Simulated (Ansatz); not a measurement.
Tetradymite Bi2Se3, treated with PBE-D4 in Ansatz (plane waves, PAW).

Rigid layers of the crystal as relaxed at this level are moved apart or together:

| run | layer repeat (Å) | energy against free layers (meV/Å²) | gap on the mesh (eV) |
|---|---|---|---|
| 1 | 9.2467 | -22.90 | 0.066 |
| 2 | 9.3967 | -24.01 | 0.119 |
| 3 | 9.5467 | -24.05 | 0.197 |
| 4 | 9.7467 | -23.02 | 0.322 |
| 5 | 10.047 | -20.30 | 0.517 |
| 6 | 10.547 | -15.07 | 0.737 |
| 7 | 11.547 | -7.34 | 0.834 |
| 8 | 13.547 | -1.98 | 0.892 |

The lowest energy of these points lies at a layer repeat of 9.55 Å.

Spin–orbit coupling is not included.

Ansatz is a quantum-chemistry and plane-wave program.
